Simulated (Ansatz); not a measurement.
# One shape, several levels: C2H3F2N (SMILES F/C=N\CF)

Wanted: a comparison of 3 runs (HF/STO-3G, CAM-B3LYP/cc-pVDZ, PBE0/def2-SVP) of C2H3F2N. 

The calculation is run with Ansatz 0.2.0.

2 further runs of the same task are left out: 2 set aside as unsound or not needed.

## 1. The structure to begin with

C2H3F2N has 8 atoms, charge 0, and is taken as a singlet. SMILES: `F/C=N\CF`. The shape is that of a PBE0-D4/def2-TZVP optimisation. This is one conformer, not always the lowest.

Bond lengths: F1–C2 1.335 Å, C2–N3 1.239 Å, N3–C4 1.409 Å, C4–F5 1.379 Å, C2–H6 1.087 Å, C4–H7 1.095 Å, C4–H8 1.095 Å. Angles: F1–C2–N3 126.7°, C2–N3–C4 128.4°, N3–C4–F5 116.3°, F1–C2–H6 110.8°, N3–C2–H6 122.5°, N3–C4–H7 108.1°, N3–C4–H8 108.1°, F5–C4–H7 107.5°, F5–C4–H8 107.5°, H7–C4–H8 109.2°.

## 2. Energy and gradient at HF/STO-3G (run 1)

molecule.yaml reads:

```yaml
basis:
  gaussian:
    orbitals: STO-3G
crystal:
  periodic: [false, false, false]
  atoms:
    - {symbol: F, position_ang: [-1.098000, 1.596800, -0.144400]}
    - {symbol: C, position_ang: [-0.739500, 0.729600, 0.805700]}
    - {symbol: N, position_ang: [0.001900, -0.254300, 0.669300]}
    - {symbol: C, position_ang: [0.648200, -0.708100, -0.497600]}
    - {symbol: F, position_ang: [0.433400, 0.032200, -1.641000]}
    - {symbol: H, position_ang: [-1.190600, 0.993000, 1.758900]}
    - {symbol: H, position_ang: [0.310400, -1.729700, -0.698300]}
    - {symbol: H, position_ang: [1.726200, -0.716500, -0.308200]}
accuracy: high
hamiltonian:
  xc: hf
output:
  forces: true
  orbitals: {seedname: orbitals}
```

Command:

```sh
$ ansatz run molecule.yaml --threads 1 --pin off --max-ram 2610MiB --events-out events.jsonl --progress --plain --runs-dir runs
```

The program printed:

```text
Warning: RAYON_NUM_THREADS=1 ignored (pool sized by the plan → 1); use --threads N
Functional definition: HF
  name "HF"
  exchange = exact_x
  correlation = 0
571 factors; integrals over basis functions are off by at most 5.9e-8 eV
mean field evaluation 1: about -8874.9701 eV, gradient 3.4e1 eV
mean field evaluation 2: about -8875.2141 eV, gradient 3.4e1 eV
mean field evaluation 4: about -8879.4520 eV, gradient 2.8e0 eV
mean field evaluation 8: about -8879.5017 eV, gradient 9.9e-2 eV
mean field -8879.50175267 eV, -326.3156706683 hartree, gradient 1.8e-8 eV, S^2 0.000000; 0 other end points of the search recorded, 0 dependent functions left out
the calculation of the forces begins
reference -8879.50175267 eV, -326.3156706683 hartree; 20, 20 occupied and 8, 8 virtual orbitals, 571 factors
Total energy: -8879.50175267 eV, -326.3156706683 hartree
Atom 0 at    -1.098000     1.596800    -0.144400 Å, force    -0.185556     0.652159    -1.019310 eV/Å
Atom 1 at    -0.739500     0.729600     0.805700 Å, force    -0.899869     1.286452    -0.074022 eV/Å
Atom 2 at     0.001900    -0.254300     0.669300 Å, force    -0.065923    -1.116581     3.138705 eV/Å
Atom 3 at     0.648200    -0.708100    -0.497600 Å, force     1.030177    -0.359676    -2.809919 eV/Å
Atom 4 at     0.433400     0.032200    -1.641000 Å, force    -0.264581     0.493290    -0.319532 eV/Å
Atom 5 at    -1.190600     0.993000     1.758900 Å, force    -0.049230    -0.184307     0.656496 eV/Å
Atom 6 at     0.310400    -1.729700    -0.698300 Å, force     0.037406    -0.514484     0.164242 eV/Å
Atom 7 at     1.726200    -0.716500    -0.308200 Å, force     0.397577    -0.256853     0.263340 eV/Å
Dipole moment:     0.012788    -0.057739     0.103781 e Å
```

It took 0.28 s on 1 thread of AMD EPYC 9R45 (Zen 5), shared host.

## 3. Energy and forces at CAM-B3LYP/cc-pVDZ (run 2)

in.yaml reads:

```yaml
crystal:
  periodic: [false, false, false]
  atoms:
    - {symbol: F, position_ang: [-1.098000, 1.596800, -0.144400]}
    - {symbol: C, position_ang: [-0.739500, 0.729600, 0.805700]}
    - {symbol: "N", position_ang: [0.001900, -0.254300, 0.669300]}
    - {symbol: C, position_ang: [0.648200, -0.708100, -0.497600]}
    - {symbol: F, position_ang: [0.433400, 0.032200, -1.641000]}
    - {symbol: H, position_ang: [-1.190600, 0.993000, 1.758900]}
    - {symbol: H, position_ang: [0.310400, -1.729700, -0.698300]}
    - {symbol: H, position_ang: [1.726200, -0.716500, -0.308200]}
basis:
  gaussian:
    orbitals: cc-pVDZ
hamiltonian:
  xc: {name: CAM-B3LYP}
accuracy: high
output:
  forces: true
  orbitals: {seedname: orbitals}
```

Command:

```sh
$ ansatz run in.yaml --threads 1 --pin off --max-ram 2610MiB --events-out events.jsonl --progress --plain --runs-dir runs
```

The program printed (excerpt; [...] marks lines left out):

```text
Warning: RAYON_NUM_THREADS=1 ignored (pool sized by the plan → 1); use --threads N
Functional definition: CAM-B3LYP
  name "CAM-B3LYP"
[...]
1954 factors; integrals over basis functions are off by at most 3.5e-9 eV
351 factors; integrals over basis functions are off by at most 2.7e-9 eV
[...]
mean field -9042.97743643 eV, -332.3232912385 hartree, gradient 2.0e-8 eV, S^2 0.000000; 0 other end points of the search recorded, 0 dependent functions left out
[...]
reference -9042.97745268 eV, -332.3232918358 hartree; 20, 20 occupied and 65, 65 virtual orbitals, 1954 factors
Total energy: -9042.97745268 eV, -332.3232918358 hartree
Atom 0 at    -1.098000     1.596800    -0.144400 Å, force    -0.028630     0.132976    -0.241158 eV/Å
Atom 1 at    -0.739500     0.729600     0.805700 Å, force    -0.075829     0.144755    -0.100959 eV/Å
Atom 2 at     0.001900    -0.254300     0.669300 Å, force     0.147178    -0.318270     0.293792 eV/Å
Atom 3 at     0.648200    -0.708100    -0.497600 Å, force    -0.031096     0.122974    -0.211057 eV/Å
Atom 4 at     0.433400     0.032200    -1.641000 Å, force    -0.089045     0.158973    -0.088581 eV/Å
Atom 5 at    -1.190600     0.993000     1.758900 Å, force    -0.127632     0.066054     0.291378 eV/Å
Atom 6 at     0.310400    -1.729700    -0.698300 Å, force    -0.062023    -0.271435    -0.017004 eV/Å
Atom 7 at     1.726200    -0.716500    -0.308200 Å, force     0.267077    -0.036027     0.073589 eV/Å
Dipole moment:     0.029703    -0.148630     0.278419 e Å
```

Run time: 3.6 s. Hardware: 1 thread of AMD EPYC 9R45 (Zen 5), shared host; peak memory 0.32 GiB.

## 4. Energy and forces at PBE0/def2-SVP (run 3)

run.yaml reads:

```yaml
crystal:
  periodic: [false, false, false]
  atoms:
    - {symbol: F, position_ang: [-1.098000, 1.596800, -0.144400]}
    - {symbol: C, position_ang: [-0.739500, 0.729600, 0.805700]}
    - {symbol: "N", position_ang: [0.001900, -0.254300, 0.669300]}
    - {symbol: C, position_ang: [0.648200, -0.708100, -0.497600]}
    - {symbol: F, position_ang: [0.433400, 0.032200, -1.641000]}
    - {symbol: H, position_ang: [-1.190600, 0.993000, 1.758900]}
    - {symbol: H, position_ang: [0.310400, -1.729700, -0.698300]}
    - {symbol: H, position_ang: [1.726200, -0.716500, -0.308200]}
basis:
  gaussian:
    orbitals: def2-SVP
hamiltonian:
  xc: {name: PBE0}
accuracy: high
output: {forces: true, orbitals: {seedname: orbitals}}
```

Command:

```sh
$ ansatz run run.yaml --threads 1 --pin off --max-ram 2610MiB --events-out events.jsonl --progress --plain --runs-dir runs
```

The program printed (excerpt; [...] marks lines left out):

```text
Warning: RAYON_NUM_THREADS=1 ignored (pool sized by the plan → 1); use --threads N
Functional definition: PBE0
  name "PBE0"
[...]
1977 factors; integrals over basis functions are off by at most 3.6e-9 eV
[...]
mean field -9029.51676796 eV, -331.8286207962 hartree, gradient 9.5e-8 eV, S^2 0.000000; 0 other end points of the search recorded, 0 dependent functions left out
[...]
reference -9029.51676980 eV, -331.8286208638 hartree; 20, 20 occupied and 65, 65 virtual orbitals, 1977 factors
Total energy: -9029.51676980 eV, -331.8286208638 hartree
Atom 0 at    -1.098000     1.596800    -0.144400 Å, force     0.070036    -0.143831     0.119319 eV/Å
Atom 1 at    -0.739500     0.729600     0.805700 Å, force    -0.189663     0.403934    -0.360672 eV/Å
Atom 2 at     0.001900    -0.254300     0.669300 Å, force     0.276977    -0.337839    -0.126227 eV/Å
Atom 3 at     0.648200    -0.708100    -0.497600 Å, force    -0.252985     0.464686    -0.293585 eV/Å
Atom 4 at     0.433400     0.032200    -1.641000 Å, force     0.011251    -0.106926     0.238089 eV/Å
Atom 5 at    -1.190600     0.993000     1.758900 Å, force    -0.169281     0.101432     0.350691 eV/Å
Atom 6 at     0.310400    -1.729700    -0.698300 Å, force    -0.057181    -0.322363    -0.014470 eV/Å
Atom 7 at     1.726200    -0.716500    -0.308200 Å, force     0.310847    -0.059093     0.086855 eV/Å
Dipole moment:     0.035180    -0.153797     0.271973 e Å
```

Run time: 2.8 s. Hardware: 1 thread of AMD EPYC 9R45 (Zen 5), shared host.

## 5. All runs side by side

```
run              level  energy (Eh)  dipole moment (D)  HOMO energy (eV)  LUMO energy (eV)  wall time
  1          HF/STO-3G  -326.315671               0.57             -9.57              7.96     0.28 s
  2  CAM-B3LYP/cc-pVDZ  -332.323292               1.52             -9.87              1.38      3.6 s
  3      PBE0/def2-SVP  -331.828621               1.51             -8.58             -0.02      2.8 s
```

## 6. Outcome

| quantity | value |
| --- | --- |
| run 3: total energy | -331.82862 Eh |
| run 3: dipole moment | 1.51 D |
| run 3: HOMO energy | -8.58 eV |
| run 3: LUMO energy | -0.02 eV |
| run 3: HOMO–LUMO gap | 8.56 eV |
| run 3: largest force on an atom | 0.605 eV/Å |

The dipole moment (its size) runs from 0.57 D (HF/STO-3G) to 1.52 D (CAM-B3LYP/cc-pVDZ). The two ends differ in method and basis. The HOMO–LUMO gap runs from 8.56 eV (PBE0/def2-SVP) to 17.54 eV (HF/STO-3G). Totals of different functionals can't be ranked against each other. In run 1 the basis is minimal, so the values are rough. All runs together took 6.7 s, the longest 3.6 s.
